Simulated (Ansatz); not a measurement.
# C2H3S radical: a barrier at many levels of theory, part 2 of 3

Ansatz 0.2.0, Gaussian basis. Earlier steps stand in the parts before.

## 8. B3LYP-D4/def2-TZVPP

The inputs:

r/in.yaml

```yaml
crystal:
  periodic: [false, false, false]
  atoms:
    - {symbol: C, position_ang: [-1.102670, 0.113548, 0.174112]}
    - {symbol: C, position_ang: [-0.434591, 0.987536, -0.308151]}
    - {symbol: S, position_ang: [1.382071, -1.318051, -0.477467]}
    - {symbol: H, position_ang: [-1.701787, -0.658613, 0.597632]}
    - {symbol: H, position_ang: [0.150629, 1.765629, -0.740142]}
    - {symbol: H, position_ang: [1.706449, -0.890046, 0.754017]}
basis:
  gaussian: {orbitals: def2-TZVPP}
magnetization: {spin_polarized: true, initial_magnetization: 1}
hamiltonian: {xc: {name: B3LYP}, dispersion: d4}
```

ts/in.yaml

```yaml
crystal:
  periodic: [false, false, false]
  atoms:
    - {symbol: C, position_ang: [-0.840606, 0.015195, 0.104673]}
    - {symbol: C, position_ang: [-0.450315, 1.082140, -0.324040]}
    - {symbol: S, position_ang: [1.092333, -1.397238, -0.353539]}
    - {symbol: H, position_ang: [-1.449042, -0.741693, 0.545807]}
    - {symbol: H, position_ang: [0.018438, 1.941821, -0.744772]}
    - {symbol: H, position_ang: [1.629292, -0.900224, 0.771872]}
basis:
  gaussian: {orbitals: def2-TZVPP}
magnetization: {spin_polarized: true, initial_magnetization: 1}
hamiltonian: {xc: {name: B3LYP}, dispersion: d4}
```

p/in.yaml

```yaml
crystal:
  periodic: [false, false, false]
  atoms:
    - {symbol: C, position_ang: [-0.367594, -0.034736, 0.087572]}
    - {symbol: C, position_ang: [-0.682545, 1.139064, -0.380747]}
    - {symbol: S, position_ang: [1.172181, -0.843794, -0.264936]}
    - {symbol: H, position_ang: [-1.069771, -0.615080, 0.680845]}
    - {symbol: H, position_ang: [-0.267041, 1.931907, -0.981413]}
    - {symbol: H, position_ang: [1.214870, -1.577363, 0.858678]}
basis:
  gaussian: {orbitals: def2-TZVPP}
magnetization: {spin_polarized: true, initial_magnetization: 1}
hamiltonian: {xc: {name: B3LYP}, dispersion: d4}
```

Each run has its own folder and the same command.

Launch:

```console
$ ansatz run in.yaml --threads 2 --pin off --events-out ev --progress --plain --max-ram 4352MiB
```

Log of r (excerpt; [...] marks lines left out):

```text
Functional definition: B3LYP
  name "B3LYP"
  cite "Stephens, Devlin, Chabalowski & Frisch, J. Phys. Chem. 98, 11623 (1994) doi:10.1021/j100096a001"
  cite "Becke, Phys. Rev. A 38, 3098 (1988) doi:10.1103/PhysRevA.38.3098"
  cite "Lee, Yang & Parr, Phys. Rev. B 37, 785 (1988) doi:10.1103/PhysRevB.37.785"
  cite "Vosko, Wilk & Nusair, Can. J. Phys. 58, 1200 (1980) doi:10.1139/p80-159"
[...]
833 factors; their error is unknown
[...]
mean field -12956.50185868 eV, -476.1426610741 hartree, gradient 2.4e-5 eV, S^2 0.753875; 2 other end points of the search recorded, 0 dependent functions left out
reference -12956.50208947 eV, -476.1426695556 hartree; 16, 15 occupied and 130, 131 virtual orbitals, 833 factors
Total energy: -12956.64881227 eV, -476.1480615188 hartree
```

Log of ts (excerpt; [...] marks lines left out):

```text
[... 6 set-up lines as earlier in the session ...]
[...]
833 factors; their error is unknown
[...]
mean field -12956.41177686 eV, -476.1393506282 hartree, gradient 3.0e-5 eV, S^2 0.762372; 2 other end points of the search recorded, 0 dependent functions left out
reference -12956.41200045 eV, -476.1393588450 hartree; 16, 15 occupied and 130, 131 virtual orbitals, 833 factors
Total energy: -12956.56565566 eV, -476.1450055699 hartree
```

Output in p (excerpt; [...] marks lines left out):

```text
[... 6 set-up lines as earlier in the session ...]
[...]
833 factors; their error is unknown
[...]
mean field -12956.96455022 eV, -476.1596646747 hartree, gradient 4.0e-5 eV, S^2 0.760431; 0 other end points of the search recorded, 0 dependent functions left out
reference -12956.96477074 eV, -476.1596727786 hartree; 16, 15 occupied and 130, 131 virtual orbitals, 833 factors
Total energy: -12957.12434784 eV, -476.1655371287 hartree
```

Times: 2 s (r), 2 s (ts), 1.6 s (p) on 2 threads of Intel Xeon 6975P-C, shared host.

Barrier 8.0 kJ/mol; end less start -45.9 kJ/mol.

## 9. r2SCAN0-D4/def2-TZVPP

The same edit goes into each in.yaml of step 8 (r, ts, p):

```diff
-hamiltonian: {xc: {name: B3LYP}, dispersion: d4}
+hamiltonian: {xc: {name: r2SCAN0}, dispersion: d4}
```

Each run has its own folder and the same command.

Launch:

```console
$ ansatz run in.yaml --threads 2 --pin off --events-out ev --progress --plain --max-ram 4352MiB
```

Log of r (excerpt; [...] marks lines left out):

```text
Functional definition: r2SCAN0
  name "r2SCAN0"
  cite "Bursch, Neugebauer, Ehlert & Grimme, J. Chem. Phys. 156, 134105 (2022) doi:10.1063/5.0086040"
[... 3 set-up lines as earlier in the session ...]
[...]
852 factors; their error is unknown
[...]
mean field -12953.23819489 eV, -476.0227236419 hartree, gradient 1.2e-5 eV, S^2 0.757986; 2 other end points of the search recorded, 0 dependent functions left out
reference -12953.23820369 eV, -476.0227239653 hartree; 16, 15 occupied and 130, 131 virtual orbitals, 852 factors
Total energy: -12953.26369051 eV, -476.0236605887 hartree
```

ts printed (excerpt; [...] marks lines left out):

```text
[... 6 set-up lines as earlier in the session ...]
[...]
852 factors; their error is unknown
[...]
mean field -12953.17953581 eV, -476.0205679605 hartree, gradient 2.5e-5 eV, S^2 0.783579; 2 other end points of the search recorded, 0 dependent functions left out
reference -12953.17954442 eV, -476.0205682771 hartree; 16, 15 occupied and 130, 131 virtual orbitals, 852 factors
Total energy: -12953.20536850 eV, -476.0215172943 hartree
```

Log of p (excerpt; [...] marks lines left out):

```text
[... 6 set-up lines as earlier in the session ...]
[...]
852 factors; their error is unknown
[...]
mean field -12953.99892852 eV, -476.0506800872 hartree, gradient 2.3e-5 eV, S^2 0.776239; 0 other end points of the search recorded, 0 dependent functions left out
reference -12953.99893709 eV, -476.0506804023 hartree; 16, 15 occupied and 130, 131 virtual orbitals, 852 factors
Total energy: -12954.02501832 eV, -476.0516388696 hartree
```

Times: 5.5 s (r), 3.3 s (ts), 2.6 s (p) on 2 threads of Intel Xeon 6975P-C, shared host; peak memory 0.48 GiB.

This gives 5.6 kJ/mol for the barrier and -73.5 kJ/mol for the step.

## 10. BHLYP-D4/def2-TZVPP

The same edit goes into each in.yaml of step 9 (r, ts, p):

```diff
-hamiltonian: {xc: {name: r2SCAN0}, dispersion: d4}
+hamiltonian: {xc: {name: BHLYP}, dispersion: d4}
```

Each run has its own folder and the same command.

Launch:

```console
$ ansatz run in.yaml --threads 2 --pin off --events-out ev --progress --plain --max-ram 4352MiB
```

r printed (excerpt; [...] marks lines left out):

```text
Functional definition: BHLYP
  name "BHLYP"
  cite "Becke, J. Chem. Phys. 98, 1372 (1993) doi:10.1063/1.464304"
[... 2 set-up lines as earlier in the session ...]
[...]
954 factors; their error is unknown
[...]
mean field -12954.44917929 eV, -476.0672264979 hartree, gradient 3.2e-5 eV, S^2 0.756246; 2 other end points of the search recorded, 0 dependent functions left out
reference -12954.44933623 eV, -476.0672322651 hartree; 16, 15 occupied and 130, 131 virtual orbitals, 954 factors
Total energy: -12954.55820761 eV, -476.0712332149 hartree
```

ts printed (excerpt; [...] marks lines left out):

```text
[... 5 set-up lines as earlier in the session ...]
[...]
954 factors; their error is unknown
[...]
mean field -12954.28542832 eV, -476.0612087608 hartree, gradient 3.1e-5 eV, S^2 0.780022; 2 other end points of the search recorded, 0 dependent functions left out
reference -12954.28558005 eV, -476.0612143366 hartree; 16, 15 occupied and 130, 131 virtual orbitals, 954 factors
Total energy: -12954.39893121 eV, -476.0653799150 hartree
```

p printed (excerpt; [...] marks lines left out):

```text
[... 5 set-up lines as earlier in the session ...]
[...]
954 factors; their error is unknown
[...]
mean field -12954.96320035 eV, -476.0861164235 hartree, gradient 4.1e-5 eV, S^2 0.770600; 0 other end points of the search recorded, 0 dependent functions left out
reference -12954.96334858 eV, -476.0861218706 hartree; 16, 15 occupied and 130, 131 virtual orbitals, 954 factors
Total energy: -12955.08035439 eV, -476.0904217548 hartree
```

They took 3.8 s (r), 2.2 s (ts), 1.8 s (p) on 2 threads of Intel Xeon 6975P-C, shared host; peak memory 0.46 GiB.

Barrier 15.4 kJ/mol; end less start -50.4 kJ/mol.

## 11. CAM-B3LYP-D4/def2-TZVPP

The same edit goes into each in.yaml of step 10 (r, ts, p):

```diff
-hamiltonian: {xc: {name: BHLYP}, dispersion: d4}
+hamiltonian: {xc: {name: CAM-B3LYP}, dispersion: d4}
```

Each run has its own folder and the same command.

Launch:

```console
$ ansatz run in.yaml --threads 2 --pin off --events-out ev --progress --plain --max-ram 4352MiB
```

r printed (excerpt; [...] marks lines left out):

```text
Functional definition: CAM-B3LYP
  name "CAM-B3LYP"
  cite "Yanai, Tew & Handy, Chem. Phys. Lett. 393, 51 (2004) doi:10.1016/j.cplett.2004.06.011"
  cite "Iikura, Tsuneda, Yanai & Hirao, J. Chem. Phys. 115, 3540 (2001) doi:10.1063/1.1383587"
[... 2 set-up lines as earlier in the session ...]
[...]
  # Exact exchange under (alpha + beta erf(omega r))/r, Becke's under what is left of 1/r.
[...]
833 factors; their error is unknown
186 factors; integrals over basis functions are off by at most 2.2e-5 eV
[...]
mean field -12954.85736797 eV, -476.0822271551 hartree, gradient 2.9e-5 eV, S^2 0.754464; 2 other end points of the search recorded, 0 dependent functions left out
reference -12954.85748053 eV, -476.0822312915 hartree; 16, 15 occupied and 130, 131 virtual orbitals, 833 factors
Total energy: -12954.93475172 eV, -476.0850709556 hartree
```

ts printed (excerpt; [...] marks lines left out):

```text
[... 6 set-up lines as earlier in the session ...]
[...]
  # Exact exchange under (alpha + beta erf(omega r))/r, Becke's under what is left of 1/r.
[...]
833 factors; their error is unknown
186 factors; integrals over basis functions are off by at most 1.3e-5 eV
[...]
mean field -12954.72700504 eV, -476.0774364060 hartree, gradient 9.6e-6 eV, S^2 0.769324; 2 other end points of the search recorded, 0 dependent functions left out
reference -12954.72711406 eV, -476.0774404124 hartree; 16, 15 occupied and 130, 131 virtual orbitals, 833 factors
Total energy: -12954.80658078 eV, -476.0803607604 hartree
```

Log of p (excerpt; [...] marks lines left out):

```text
[... 6 set-up lines as earlier in the session ...]
[...]
  # Exact exchange under (alpha + beta erf(omega r))/r, Becke's under what is left of 1/r.
[...]
833 factors; their error is unknown
186 factors; integrals over basis functions are off by at most 1.5e-5 eV
[...]
mean field -12955.35418355 eV, -476.1004847911 hartree, gradient 4.0e-5 eV, S^2 0.763351; 0 other end points of the search recorded, 0 dependent functions left out
reference -12955.35429068 eV, -476.1004887278 hartree; 16, 15 occupied and 130, 131 virtual orbitals, 833 factors
Total energy: -12955.43554576 eV, -476.1034747972 hartree
```

Wall times: 3.8 s (r), 2.2 s (ts), 2.1 s (p) on 2 threads of Intel Xeon 6975P-C, shared host; peak memory 0.47 GiB.

At this level: barrier 12.4 kJ/mol, step energy -48.3 kJ/mol.

## 12. wB97X-V/def2-TZVPP

Each input of step 11 (r, ts, p) changes in the same lines:

```diff
-hamiltonian: {xc: {name: CAM-B3LYP}, dispersion: d4}
+hamiltonian: {xc: {name: wB97X-V}}
```

The same command starts each run, in its folder.

Launch:

```console
$ ansatz run in.yaml --threads 2 --pin off --events-out ev --progress --plain --max-ram 4352MiB
```

Output in r (excerpt; [...] marks lines left out):

```text
Functional definition: wB97X-V
  name "wB97X-V"
  cite "Mardirossian & Head-Gordon, Phys. Chem. Chem. Phys. 16, 9904 (2014) doi:10.1039/C3CP54374A"
[... 2 set-up lines as earlier in the session ...]
[...]
      + integral(e_c_pw_opposite_spin*poly(b97_u_opposite, cos0, cos1)) + vv10(b, c)
828 factors; their error is unknown
185 factors; integrals over basis functions are off by at most 1.1e-5 eV
[...]
mean field -12953.34072534 eV, -476.0264915664 hartree, gradient 2.9e-5 eV, S^2 0.754214; 2 other end points of the search recorded, 0 dependent functions left out
reference -12953.34072386 eV, -476.0264915120 hartree; 16, 15 occupied and 130, 131 virtual orbitals, 828 factors
Total energy: -12953.34072386 eV, -476.0264915120 hartree
```

Output in ts (excerpt; [...] marks lines left out):

```text
[... 5 set-up lines as earlier in the session ...]
[...]
      + integral(e_c_pw_opposite_spin*poly(b97_u_opposite, cos0, cos1)) + vv10(b, c)
828 factors; their error is unknown
185 factors; integrals over basis functions are off by at most 1.4e-5 eV
[...]
mean field -12953.21209306 eV, -476.0217644175 hartree, gradient 4.7e-5 eV, S^2 0.769096; 2 other end points of the search recorded, 0 dependent functions left out
reference -12953.21209162 eV, -476.0217643644 hartree; 16, 15 occupied and 130, 131 virtual orbitals, 828 factors
Total energy: -12953.21209162 eV, -476.0217643644 hartree
```

Log of p (excerpt; [...] marks lines left out):

```text
[... 5 set-up lines as earlier in the session ...]
[...]
      + integral(e_c_pw_opposite_spin*poly(b97_u_opposite, cos0, cos1)) + vv10(b, c)
828 factors; their error is unknown
186 factors; integrals over basis functions are off by at most 1.2e-5 eV
[...]
mean field -12953.91707025 eV, -476.0476718512 hartree, gradient 6.4e-5 eV, S^2 0.762072; 0 other end points of the search recorded, 0 dependent functions left out
reference -12953.91706896 eV, -476.0476718041 hartree; 16, 15 occupied and 130, 131 virtual orbitals, 828 factors
Total energy: -12953.91706896 eV, -476.0476718041 hartree
```

Times: 9 s (r), 4.4 s (ts), 4.1 s (p) on 2 threads of Intel Xeon 6975P-C, shared host; peak memory 0.51 GiB.

At this level: barrier 12.4 kJ/mol, step energy -55.6 kJ/mol.

## 13. wB97M-V/def2-TZVPP

Each input of step 12 (r, ts, p) changes in the same lines:

```diff
-hamiltonian: {xc: {name: wB97X-V}}
+hamiltonian: {xc: {name: wB97M-V}}
```

Each run has its own folder and the same command.

Launch:

```console
$ ansatz run in.yaml --threads 2 --pin off --events-out ev --progress --plain --max-ram 4352MiB
```

Log of r (excerpt; [...] marks lines left out):

```text
Functional definition: wB97M-V
  name "wB97M-V"
  cite "Mardirossian & Head-Gordon, J. Chem. Phys. 144, 214110 (2016) doi:10.1063/1.4952647"
[... 2 set-up lines as earlier in the session ...]
  # Of w^i u^j: cxij and so on, Table III.
[...]
  gx(w, u) = 1 - cx + cx01*u + cx10*w
[...]
      + integral(e_c_pw_mod_opposite_spin*gos(b97_w_opposite, b97_u_opposite)) + vv10(b, c)
828 factors; their error is unknown
185 factors; integrals over basis functions are off by at most 1.1e-5 eV
[...]
mean field -12954.13543984 eV, -476.0556967858 hartree, gradient 3.1e-5 eV, S^2 0.752774; 2 other end points of the search recorded, 0 dependent functions left out
reference -12954.13547861 eV, -476.0556982106 hartree; 16, 15 occupied and 130, 131 virtual orbitals, 828 factors
Total energy: -12954.13547861 eV, -476.0556982106 hartree
```

Log of ts (excerpt; [...] marks lines left out):

```text
[... 5 set-up lines as earlier in the session ...]
  # Of w^i u^j: cxij and so on, Table III.
[...]
  gx(w, u) = 1 - cx + cx01*u + cx10*w
[...]
      + integral(e_c_pw_mod_opposite_spin*gos(b97_w_opposite, b97_u_opposite)) + vv10(b, c)
828 factors; their error is unknown
185 factors; integrals over basis functions are off by at most 1.4e-5 eV
[...]
mean field -12954.00503560 eV, -476.0509045185 hartree, gradient 3.2e-5 eV, S^2 0.763385; 2 other end points of the search recorded, 0 dependent functions left out
reference -12954.00507372 eV, -476.0509059192 hartree; 16, 15 occupied and 130, 131 virtual orbitals, 828 factors
Total energy: -12954.00507372 eV, -476.0509059192 hartree
```

p printed (excerpt; [...] marks lines left out):

```text
[... 5 set-up lines as earlier in the session ...]
  # Of w^i u^j: cxij and so on, Table III.
[...]
  gx(w, u) = 1 - cx + cx01*u + cx10*w
[...]
      + integral(e_c_pw_mod_opposite_spin*gos(b97_w_opposite, b97_u_opposite)) + vv10(b, c)
828 factors; their error is unknown
186 factors; integrals over basis functions are off by at most 1.2e-5 eV
[...]
mean field -12954.62697041 eV, -476.0737602010 hartree, gradient 6.3e-5 eV, S^2 0.764220; 0 other end points of the search recorded, 0 dependent functions left out
reference -12954.62700807 eV, -476.0737615849 hartree; 16, 15 occupied and 130, 131 virtual orbitals, 828 factors
Total energy: -12954.62700807 eV, -476.0737615849 hartree
```

Wall times: 9.5 s (r), 6.5 s (ts), 4 s (p) on 2 threads of Intel Xeon 6975P-C, shared host; peak memory 0.54 GiB.

At this level: barrier 12.6 kJ/mol, step energy -47.4 kJ/mol.

## 14. B2PLYP/def2-TZVPP

Each input of step 13 (r, ts, p) changes in the same lines:

```diff
-hamiltonian: {xc: {name: wB97M-V}}
+hamiltonian: {xc: {name: B2PLYP}}
```

One command serves all of them, each in its own folder.

Launch:

```console
$ ansatz run in.yaml --threads 2 --pin off --events-out ev --progress --plain --max-ram 4352MiB
```

Output in r (excerpt; [...] marks lines left out):

```text
Functional definition: B2PLYP
  name "B2PLYP"
  cite "Grimme, J. Chem. Phys. 124, 034108 (2006) doi:10.1063/1.2148954"
[... 2 set-up lines as earlier in the session ...]
[...]
845 factors; integrals over basis functions are off by at most 9.8e-4 eV
[...]
mean field -12946.20466856 eV, -475.7642463169 hartree, gradient 9.2e-6 eV, S^2 0.757263; 2 other end points of the search recorded, 0 dependent functions left out
7 core orbitals not correlated: weight in the atoms' cores, before any rotation towards them, 1.000 or more for the frozen orbitals, at most 0.000 for the correlated occupied ones
reference -12946.20481539 eV, -475.7642517128 hartree; 9, 8 occupied and 130, 131 virtual orbitals, 845 factors
second order -15.83827413 eV of doubles, -0.00000000 eV of singles
Total energy: -12950.48114941 eV, -475.9214040893 hartree
```

ts printed (excerpt; [...] marks lines left out):

```text
[... 5 set-up lines as earlier in the session ...]
[...]
844 factors; integrals over basis functions are off by at most 9.9e-4 eV
[...]
mean field -12946.00663080 eV, -475.7569685634 hartree, gradient 5.6e-6 eV, S^2 0.787826; 2 other end points of the search recorded, 0 dependent functions left out
7 core orbitals not correlated: weight in the atoms' cores, before any rotation towards them, 1.000 or more for the frozen orbitals, at most 0.000 for the correlated occupied ones
reference -12946.00677281 eV, -475.7569737822 hartree; 9, 8 occupied and 130, 131 virtual orbitals, 844 factors
second order -16.06822820 eV of doubles, -0.00000000 eV of singles
Total energy: -12950.34519442 eV, -475.9164078358 hartree
```

Log of p (excerpt; [...] marks lines left out):

```text
[... 5 set-up lines as earlier in the session ...]
[...]
852 factors; integrals over basis functions are off by at most 7.5e-4 eV
[...]
mean field -12946.66944058 eV, -475.7813263736 hartree, gradient 7.0e-6 eV, S^2 0.781071; 0 other end points of the search recorded, 0 dependent functions left out
7 core orbitals not correlated: weight in the atoms' cores, before any rotation towards them, 1.000 or more for the frozen orbitals, at most 0.000 for the correlated occupied ones
reference -12946.66957942 eV, -475.7813314759 hartree; 9, 8 occupied and 130, 131 virtual orbitals, 852 factors
second order -15.63354292 eV of doubles, -0.00000000 eV of singles
Total energy: -12950.89063601 eV, -475.9364524443 hartree
```

Wall times: 3.8 s (r), 3.6 s (ts), 2.5 s (p) on 2 threads of Intel Xeon 6975P-C, shared host.

This gives 13.1 kJ/mol for the barrier and -39.5 kJ/mol for the step.

## 15. PBE-QIDH/def2-TZVPP

Each input of step 14 (r, ts, p) changes in the same lines:

```diff
-hamiltonian: {xc: {name: B2PLYP}}
+hamiltonian: {xc: {name: PBE-QIDH}}
```

One command serves all of them, each in its own folder.

Launch:

```console
$ ansatz run in.yaml --threads 2 --pin off --events-out ev --progress --plain --max-ram 4352MiB
```

Log of r (excerpt; [...] marks lines left out):

```text
Functional definition: PBE-QIDH
  name "PBE-QIDH"
  cite "Brémond, Sancho-García, Pérez-Jiménez & Adamo, J. Chem. Phys. 141, 031101 (2014) doi:10.1063/1.4890314"
[... 1 set-up line as earlier in the session ...]
[...]
845 factors; integrals over basis functions are off by at most 9.8e-4 eV
[...]
mean field -12941.60285903 eV, -475.5951329358 hartree, gradient 3.0e-6 eV, S^2 0.759483; 2 other end points of the search recorded, 0 dependent functions left out
7 core orbitals not correlated: weight in the atoms' cores, before any rotation towards them, 1.000 or more for the frozen orbitals, at most 0.000 for the correlated occupied ones
reference -12941.60286952 eV, -475.5951333212 hartree; 9, 8 occupied and 130, 131 virtual orbitals, 845 factors
second order -14.56200375 eV of doubles, -0.00000000 eV of singles
Total energy: -12946.45687076 eV, -475.7735145769 hartree
```

ts printed (excerpt; [...] marks lines left out):

```text
[... 4 set-up lines as earlier in the session ...]
[...]
844 factors; integrals over basis functions are off by at most 9.9e-4 eV
[...]
mean field -12941.42193478 eV, -475.5884840924 hartree, gradient 8.9e-6 eV, S^2 0.813497; 2 other end points of the search recorded, 0 dependent functions left out
7 core orbitals not correlated: weight in the atoms' cores, before any rotation towards them, 1.000 or more for the frozen orbitals, at most 0.000 for the correlated occupied ones
reference -12941.42194490 eV, -475.5884844641 hartree; 9, 8 occupied and 130, 131 virtual orbitals, 844 factors
second order -14.68762564 eV of doubles, -0.00000000 eV of singles
Total energy: -12946.31782011 eV, -475.7684045597 hartree
```

p printed (excerpt; [...] marks lines left out):

```text
[... 4 set-up lines as earlier in the session ...]
[...]
852 factors; integrals over basis functions are off by at most 7.5e-4 eV
[...]
mean field -12942.30308806 eV, -475.6208658780 hartree, gradient 3.4e-6 eV, S^2 0.814491; 0 other end points of the search recorded, 0 dependent functions left out
7 core orbitals not correlated: weight in the atoms' cores, before any rotation towards them, 1.000 or more for the frozen orbitals, at most 0.000 for the correlated occupied ones
reference -12942.30309791 eV, -475.6208662402 hartree; 9, 8 occupied and 130, 131 virtual orbitals, 852 factors
second order -14.33439129 eV of doubles, -0.00000000 eV of singles
Total energy: -12947.08122834 eV, -475.7964592948 hartree
```

Wall times: 3.4 s (r), 3.2 s (ts), 2.2 s (p) on 2 threads of Intel Xeon 6975P-C, shared host.

At this level: barrier 13.4 kJ/mol, step energy -60.2 kJ/mol.

[end of part 2 of 3]
